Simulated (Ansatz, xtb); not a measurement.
A geometry optimisation of CH3BSi+ with r2SCAN-D4/def2-SVP

The starting geometry of this gas-phase doublet was built from a drawn formula by distance geometry and a force field; its bonds are those of `[B+]1[CH][SiH2]1`.

```xyz
6

C     0.7162    0.9058   -0.5723
B    -0.7027    0.8474   -1.3505
Si   -0.1122    2.5483   -0.8116
H     0.9835    0.8095    0.5202
H    -0.4075    2.7543   -2.2466
H     0.7055    3.6445   -0.2763
```

Q: Predict what it relaxes into with r2SCAN-D4/def2-SVP.

A: A bond breaks, leaving `[B]=C[SiH2+]`. Distances that change by over a tenth: C1–B2 (1.62 → 1.42 Å). Contacts that open: B2–Si3 (1.88 → 2.77 Å).

The energy falls by 2.24 eV over 11 steps:

```tsv
step	E − E(last) (eV)
1	2.244
2	0.872
3	0.502
4	0.211
5	0.185
7	0.035
8	0.005
9	0.002
10	0.000
11	0.000
```

Final geometry (Å):

```
atom    x (Å)   y (Å)    z (Å)
   C   0.2856  1.0553  -0.5003
   B  -0.3580  0.0340  -1.2519
  Si   0.1640  2.7423  -0.9905
   H   0.8661  0.7835   0.3981
   H  -0.6130  3.1034  -2.1924
   H   0.8381  3.7911  -0.2001
```

From the same start GFN2-xTB reaches the same bonding as this run.

No frequencies were run, so the end isn't proven a minimum. Open shells are spin-unrestricted. Run with Ansatz 0.2.0, 52 s on 1 thread of Arm Neoverse V1 (shared host).
